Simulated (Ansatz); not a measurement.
Input for Ansatz (a first-principles code): R-wB97M-V/def2-TZVPP on ozone (SMILES O=[O+][O-]), atoms moved off the minimum.

Ansatz 0.2 input:
```yaml
crystal:
  periodic: [false, false, false]
  atoms:
    - {symbol: O, position_ang: [1.04948816, -0.21636448, 0.02127285]}
    - {symbol: O, position_ang: [-0.02275936, 0.41515849, -0.05721669]}
    - {symbol: O, position_ang: [-1.10326749, -0.20395298, -0.01112241]}
basis:
  gaussian:
    orbitals: def2-TZVPP
hamiltonian:
  xc: {name: wB97M-V}
scf: {lower_state_search: off}
output: {forces: true}
```

Task: Give the final energy of this run.

Result: -225.4526 hartree.
